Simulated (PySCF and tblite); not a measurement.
The numbers below are computed, except where a source is named.
n-pentane, C₅H₁₂, numbered as in [CH3:1][CH2:2][CH2:3][CH2:4][CH3:5].

The ensemble was built from 90 distance-geometry starts (ETKDG and KDG, MMFF94s, GFN2-xTB) and rests on PBE0-D3(BJ)/def2-SVP geometries. Energies: PBE0-D3(BJ)/def2-TZVP (IEF-PCM, chloroform), with GFN2-xTB thermal terms (modes under about 100 cm⁻¹ blended into free rotors). Symmetry numbers and mirror images are counted. Conformers within 3 kcal/mol (GFN2-xTB free energy) were kept, 8 at most. GIAO shieldings: PBE0/pcSseg-1 (IEF-PCM, chloroform). Shifts are against TMS (¹H), TMS (¹³C) at the same level. (PySCF 2.14, tblite 0.8.)

What shifts does this protocol give at 298.15 K under fast conformational exchange?

¹H: 1.22 (H2/H4, 4H), 1.10 (H3, 2H), 0.96 (H1/H5, 6H) ppm. ¹³C: 37.0 (C3), 25.8 (C2/C4), 16.1 (C1/C5) ppm.

How do the conformers differ?

Torsions listed: C1–C2–C3–C4, C2–C3–C4–C5. Of a mirror pair one member is shown.
| conformer | shape | weight % |
| --- | --- | --- |
| 1 | 65°, 177° | 48.1 |
| 2 | 180°, 180° | 43.0 |
| 3 | -59°, -60° | 8.2 |
| 4 | -62°, 89° | 0.7 |

```json
{"signal": "H1/H5", "1": "0.95", "2": "0.99", "3": "0.86", "4": "1.00", "average": "0.96"}
{"signal": "H2/H4", "1": "1.24", "2": "1.18", "3": "1.34", "4": "1.35", "average": "1.22"}
{"signal": "H3", "1": "1.14", "2": "1.01", "3": "1.31", "4": "1.27", "average": "1.10"}
{"signal": "C1/C5", "1": "15.9", "2": "17.0", "3": "12.9", "4": "17.9", "average": "16.1"}
{"signal": "C2/C4", "1": "25.1", "2": "27.6", "3": "20.5", "4": "27.2", "average": "25.8"}
{"signal": "C3", "1": "36.2", "2": "38.7", "3": "32.8", "4": "33.1", "average": "37.0"}
```

Which signal moves most, for its nucleus, between 150 and 400 K through the change of populations alone?

C2/C4: 26.8 ppm at 150 K, 26.4 ppm at 200 K, 26.0 ppm at 250 K, 25.8 ppm at 298.15 K, 25.5 ppm at 400 K.

Shifts are unscaled: against experiment ¹³C can be off by 15 ppm or more and ¹H by 0.8 ppm.
